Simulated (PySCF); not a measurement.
Species: C₅H₆.
Bonds: C1–C2 (double), C2–C3, C3–C4 (triple), C4–C5. Hydrogens: H6, H7 on C1; H8 on C2; H9, H10, H11 on C5.

Level of theory: PBE0-D3(BJ)/def2-SVP geometry optimisation, gas phase in PySCF 2.14.0.

Question: List the bond lengths and angles at this level.

Answer: 
| bond | length (Å) | order |
| --- | --- | --- |
| C1=C2 | 1.341 | double |
| C2–C3 | 1.423 | single |
| C3≡C4 | 1.216 | triple |
| C4–C5 | 1.452 | single |
| C1–H6 | 1.093 | single |
| C1–H7 | 1.092 | single |
| C2–H8 | 1.097 | single |
| C5–H9, C5–H10, C5–H11 | 1.102 | single |

Bonds in one row agree within 0.01 Å and their mean is given. Orders are formal, as drawn. A selection of angles:
| angle | degrees |
| --- | --- |
| C2–C1–H6 | 121.4 |
| C2–C1–H7 | 120.8 |
| H6–C1–H7 | 117.8 |
| C1–C2–C3 | 124.9 |
| C1–C2–H8 | 119.0 |
| C3–C2–H8 | 116.0 |
| C2–C3–C4 | 178.8 |
| C3–C4–C5 | 179.9 |
| C4–C5–H9 | 111.1 |
| H9–C5–H10 | 107.6 |

The 5 heavy atoms lie in one plane (0.000 Å rms). The 4 C–C bonds span 1.216 Å (C3≡C4, drawn triple) to 1.452 Å (C4–C5, drawn single), a spread of 0.236 Å.

Whether it is a minimum is left open (no frequencies).

The run took about 15 s of CPU time (one thread, shared machine). This is the geometry optimisation.
